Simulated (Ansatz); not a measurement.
in.yaml

```yaml
crystal:
  periodic: [false, false, false]
  atoms:
    - {symbol: Al, position_ang: [0.000000, 0.000000, 0.187600]}
    - {symbol: P, position_ang: [0.000000, 0.000000, -1.956600]}
    - {symbol: H, position_ang: [0.000000, 0.000000, 1.769000]}
basis:
  gaussian: {orbitals: 6-31G}
magnetization: {spin_polarized: false, initial_magnetization: 1}
correlation: {method: ccsd_t, electrons: outside_noble_gas}
accuracy: high
scf: {omitted_lower_state_checks: [cluster_reference]}
```

```sh
$ ansatz run in.yaml --threads 1 --pin off --events-out ev --progress --plain --max-ram 2393MiB
```

Output:

```
these checks for a lower state are left out or cut short: cluster_reference
565 factors; integrals over basis functions are off by at most 3.7e-9 eV
mean field evaluation 1: about -15866.2621 eV, gradient 1.2e1 eV
mean field evaluation 2: about -15866.2662 eV, gradient 1.2e1 eV
mean field evaluation 4: about -15867.1255 eV, gradient 1.7e0 eV
mean field evaluation 8: about -15867.1579 eV, gradient 3.4e-3 eV
mean field evaluation 16: about -15866.9883 eV, gradient 3.4e0 eV
mean field evaluation 32: about -15865.2191 eV, gradient 2.8e-2 eV
mean field -15867.15789915 eV, -583.1072976479 hartree, gradient 2.0e-8 eV, S^2 0.750000; 4 other end points of the search recorded, 0 dependent functions left out
10 core orbitals not correlated: weight in the atoms' cores, before any rotation towards them, 1.000 or more for the frozen orbitals, at most 0.000 for the correlated occupied ones
reference -15867.15789915 eV, -583.1072976479 hartree; 5, 4 occupied and 13, 14 virtual orbitals, 565 factors
second order -2.10088732 eV of doubles, -0.00919482 eV of singles
cycle   1  -2.38691058 eV  change   -2.8e-1 eV  update   9.8e-2
cycle   2  -2.56977553 eV  change   -1.8e-1 eV  update   3.8e-2
cycle   3  -2.63870737 eV  change   -6.9e-2 eV  update   2.2e-2
cycle   4  -2.64026299 eV  change   -1.6e-3 eV  update   7.6e-3
...
cycle  19  -2.64207852 eV  change    5.0e-8 eV  update   4.4e-8
cycle  20  -2.64207852 eV  change    2.0e-9 eV  update   3.0e-8
cycle  21  -2.64207827 eV  change    2.5e-7 eV  update   1.5e-7
cycle  22  -2.64207814 eV  change    1.2e-7 eV  update   7.9e-8
cycle  23  -2.64207809 eV  change    5.0e-8 eV  update   3.3e-8
cycle  24  -2.64207809 eV  change    6.4e-9 eV  update   1.4e-8
cycle  25  -2.64207809 eV  change  -3.7e-10 eV  update   7.1e-9
cycle  26  -2.64207809 eV  change   -1.0e-9 eV  update   4.0e-9
cycle  27  -2.64207809 eV  change  -1.9e-10 eV  update   1.4e-9
cycle  28  -2.64207809 eV  change   1.6e-10 eV  update  6.7e-10
perturbative correction -0.10209151 eV, -0.0037517939 hartree
Total energy: -15869.90206875 eV, -583.2081440206 hartree
Checks for a lower state left out: cluster_reference
```

Ran on 1 thread of Arm Neoverse V1, shared host: 0.9 s wall, 0.14 GiB peak host memory.
